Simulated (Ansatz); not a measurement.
# [Cl···H···N], quartet in 6-31G: errors against full CI

Geometry: a point of a hydrogen-transfer path between rigid fragments, not a stationary point.

```
atom   x (Å)   y (Å)    z (Å)
  Cl  0.0000  0.0000  -1.3343
   H  0.0000  0.0000   0.0347
   N  0.0000  0.0000   1.2997
```

Basis 6-31G; Ansatz 0.2.0. Only valence electrons are correlated (noble-gas cores frozen), which leaves 13 electrons in 18 orbitals. R marks a restricted (for open shells ROHF) determinant, U an unrestricted one. Active spaces: pair = (5e, 5o) about the gap; valence = (13e, 9o) chosen from the atoms' valence shells.

Full CI is exact within this basis and frozen core; it isn't the basis-set limit. The frozen core follows each run's orbitals, which can shift R against U totals by a few meV.

For open shells CISD is restricted-active-space CI with the open shells as a complete middle space.

The UHF ⟨S²⟩ is 3.773, the T1 diagnostic (RCCSD) is 0.0284 and the largest doubles amplitude (RCCSD) is 0.069. The T1 diagnostic (UCCSD) is 0.0157.

```tsv
level	E − E(full CI) (kcal/mol)	share of correlation (%)	wall time
RHF	69.41	0.00	–
UHF	64.56	6.99	–
RMP2	14.03	79.78	–
UMP2	12.79	81.57	–
CISD	3.82	94.49	1.5 s
RCCSD	1.18	98.30	–
UCCSD	1.09	98.44	–
RCCSD(T)	0.26	99.63	0.73 s
UCCSD(T)	0.23	99.68	0.7 s
BCCD(T)	0.29	99.58	0.76 s
RCCSDT	0.04	99.94	–
UCCSDT	0.00	100.00	–
RCCSDT(Q)	0.00	100.00	4.5 s
UCCSDT(Q)	-0.04	100.06	3.5 s
RCCSDTQ	-0.01	100.01	49 s (H100)
UCCSDTQ	-0.04	100.06	32 s (H100)
CASSCF (pair space)	56.24	18.99	–
NEVPT2 (pair space)	11.37	83.62	0.34 s
MRCISD (pair space)	3.09	95.55	–
MRCISD+Q (pair space)	0.87	98.74	0.76 s
CASSCF (valence space)	51.83	25.34	–
NEVPT2 (valence space)	13.22	80.95	0.73 s
NEVPT4(SD) (valence space)	1.97	97.16	1.9 s
MRCISD (valence space)	2.46	96.45	–
MRCISD+Q (valence space)	0.70	98.99	2 s
```

The correlation energy at full CI, counted from RHF, is -3.010 eV. That run took 52 s on 2 threads of AMD EPYC 7R13 with a shared H100 80 GB, shared host over 93,753,856 determinants.

Times hold each run's SCF and search for its determinant on a shared host, so for small cases they say little of a method's own cost; rows without a card ran on 1 thread of AMD EPYC 7R13.

The full-CI state has the irrep A2 of C2v, in the program's axes (one component, if the state is degenerate).

Natural occupations of full CI about the gap: 1.987 1.987 1.982 1.963 1.001 0.996 0.996 0.035 0.012 0.012; effectively unpaired electrons, Σ n²(2−n)², 3.02.
